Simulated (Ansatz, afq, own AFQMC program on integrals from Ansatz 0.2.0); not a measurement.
Integrals from Ansatz 0.2.0, then the random walk in our own AFQMC program (afq).

```yaml
crystal:
  periodic: [false, false, false]
  atoms:
    - {symbol: Si, position_ang: [0.000000, 0.000000, 3.056955]}
    - {symbol: Al, position_ang: [0.000000, 0.000000, -0.729045]}
    - {symbol: H, position_ang: [0.000000, 0.000000, -2.327911]}
basis:
  gaussian: {orbitals: 6-31G}
magnetization: {spin_polarized: true, initial_magnetization: 2}
correlation: {method: ccsd_t, electrons: outside_noble_gas, hamiltonian_folder: ham}
```

```sh
$ ansatz run in.yaml --threads 1 --pin off --events-out ev --progress --plain --max-ram 24576MiB --backend cuda --devices 0, --max-vram 18GiB
```

afq runs on the folder ham with

```
--method phaseless --trial cisd --walkers 4000 --populations 20 --least-time 60 --time-step 0.005 --steps-per-block 50 --equilibration-blocks 40 --max-blocks 4000 --target-error 0.00034 --factor-cut 1e-05 --start spin_pure --seed 9022 --release-times 0.24,0.51,0.99,1.62,2.4 --release-step 0.03 --release-every 3 --taylor-order 6
```

Times are imaginary, in 1/Eh. The walk had a cap of 122 s. With eight or more populations the least sampling time is a fifth of least-time, and the error comes from their spread.

Log:

```
orbitals 18  electrons 5 3  factors 94 of 310
reference energy -531.26193866 Eh
CCSD correlation -0.07019329 Eh in 16 cycles, weight of the determinant in the CISD state 0.9056
energy of the start -531.332120 Eh
 block  time / (1/Eh)  mean weight  energy / Eh
     1     0.250  0.9999  -531.331633
     2     0.500  1.0000  -531.331492
     3     0.750  1.0000  -531.331519
     4     1.000  1.0000  -531.331623
     5     1.250  1.0000  -531.331827
     8     2.000  1.0000  -531.332235
    11     2.750  1.0000  -531.332433
    15     3.750  0.9998  -531.332657
    17     4.250  1.0000  -531.332729
    23     5.750  1.0000  -531.332929
    29     7.250  1.0000  -531.333079
    35     8.750  1.0000  -531.333200
    41    10.250  1.0000  -531.333156
    47    11.750  1.0000  -531.333257
    53    13.250  1.0000  -531.333321
    59    14.750  1.0000  -531.333165
    65    16.250  1.0000  -531.333284
    71    17.750  1.0000  -531.333340
    77    19.250  1.0000  -531.333399
    83    20.750  0.9999  -531.333622
    89    22.250  0.9999  -531.333361
error from the spread of 20 populations
released: time / (1/Eh)  energy / Eh  error  mean overlap
  0.24  -531.333353  0.000043  0.9993
  0.51  -531.333407  0.000029  0.9990
  0.99  -531.333437  0.000032  0.9988
  1.62  -531.333781  0.000388  1.0003
  2.40  -531.333434  0.000025  1.0011
energy -531.333211 +/- 0.000107 Eh
(rows thinned)
```

The run passed its tests (sampling time, drift between the halves within three errors, error under three times the target), which doesn't prove that it has relaxed. The second half of the sampling lies below the first by 1.7 errors of their difference, so the energy may still be moving and its error bar be too small.

Against this walk (error 2.9 meV) on the same determinant: CCSD(T) 6.7 meV higher, CCSDT(Q) 8.7 meV lower, CCSDTQ 9.6 meV lower, full CI 9.7 meV lower. The error is statistical and leaves out the bias of the constraint. The released energies have errors that jump between times, so the bars are unsure (meV from the phaseless value at times in 1/Eh: -3.9 ± 1.2 at 0.24, -5.3 ± 0.8 at 0.51, -6.2 ± 0.9 at 0.99, -16 ± 11 at 1.62, -6.1 ± 0.7 at 2.40), so they give no level. Full CI is exact here, so the walk's 10 meV above it is the walk's own error: the bias of the constraint with this trial, or a walk that hasn't relaxed.

Cautions: constraint bias not in the error; lower spins were not checked.

The walk took 22 s on 1 × NVIDIA H100 80GB HBM3 with 2 threads of AMD EPYC 7R13 Processor (Zen 3), with other jobs on the host (the card was shared). The log's last line is the phaseless energy.

CCSDT and higher add their correlation energy to the determinant of the CCSD(T) run, since their own runs factorise the integrals more tightly (a shift of under 2 meV). A walk keeps the symmetry of its determinant, which the program's search chose and which needn't be the lowest solution, so a lower state of the same spin and another symmetry isn't excluded.
